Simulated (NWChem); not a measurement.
**One site exchanged: C, Ge, Si**

Each species was optimised at PBE0/def2-SVP with NWChem, gas phase unless a solvent is named.  Shieldings are non-relativistic GIAO values without spin-orbit effects.

A: CN (CH5N)
B: [NH2][GeH3] (GeNH5)
C: N[SiH3] (SiNH5)

| quantity | A (C) | B (Ge) | C (Si) |
|---|---|---|---|
| Pauling electronegativity of the site (pymatgen's table) | 2.55 | 2.01 | 1.90 |
| electrons in the molecule | 18 | 44 | 26 |
| dipole (D), PBE0/def2-SVP | 1.34 | 1.24 | 1.44 |
| orbital gap (eV), PBE0/def2-SVP | 8.44 | 7.98 | 8.19 |
| highest harmonic frequency (cm⁻¹), PBE0/def2-SVP | 3627 | 3665 | 3700 |
| vertical ionisation energy, ΔSCF, PBE/def2-SVP (eV) | 9.28 | 9.40 | 9.52 |
| vertical ionisation energy, ΔSCF, CAM-B3LYP/def2-SVP (eV) | 9.48 | 9.67 | 9.85 |
| static polarisability, CAM-B3LYP/def2-SVPD (bohr³) | 25.0 | 42.0 | 38.3 |
| lowest singlet excitation, CAM-B3LYP/def2-SVPD, TDA (eV) | 6.24 | 6.21 | 6.33 |
| 15N shift against ammonia, KT2/pcSseg-1 (ppm) | 23.5 | -4.1 | -1.9 |
| 15N shift against ammonia, PBE0/pcSseg-1 (ppm) | 19.4 | -7.4 | -2.8 |

“Dipole (D), PBE0/def2-SVP” runs from 1.24 in B (Ge) to 1.44 in C (Si), in no step with either the site's electronegativity or the electron count. “Orbital gap (eV), PBE0/def2-SVP” runs from 7.98 in B (Ge) to 8.44 in A (C), falling in step with the number of electrons. “Highest harmonic frequency (cm⁻¹), PBE0/def2-SVP” runs from 3627 in A (C) to 3700 in C (Si), falling in step with the site's electronegativity. “Vertical ionisation energy, ΔSCF, PBE/def2-SVP (eV)” runs from 9.28 in A (C) to 9.52 in C (Si), falling in step with the site's electronegativity. “Vertical ionisation energy, ΔSCF, CAM-B3LYP/def2-SVP (eV)” runs from 9.48 in A (C) to 9.85 in C (Si), falling in step with the site's electronegativity. “Static polarisability, CAM-B3LYP/def2-SVPD (bohr³)” runs from 25.0 in A (C) to 42.0 in B (Ge), rising in step with the number of electrons. “Lowest singlet excitation, CAM-B3LYP/def2-SVPD, TDA (eV)” runs from 6.21 in B (Ge) to 6.33 in C (Si), in no step with either the site's electronegativity or the electron count. “15N shift against ammonia, KT2/pcSseg-1 (ppm)” runs from -4.1 in B (Ge) to 23.5 in A (C), falling in step with the number of electrons. “15N shift against ammonia, PBE0/pcSseg-1 (ppm)” runs from -7.4 in B (Ge) to 19.4 in A (C), falling in step with the number of electrons. The order by orbital gap (eV) is neither the same as nor the reverse of the order by lowest singlet excitation. The order by vertical ionisation energy is neither the same as nor the reverse of the order by static polarisability.

These are trends among computed rows of three or four species; they are not measurements.
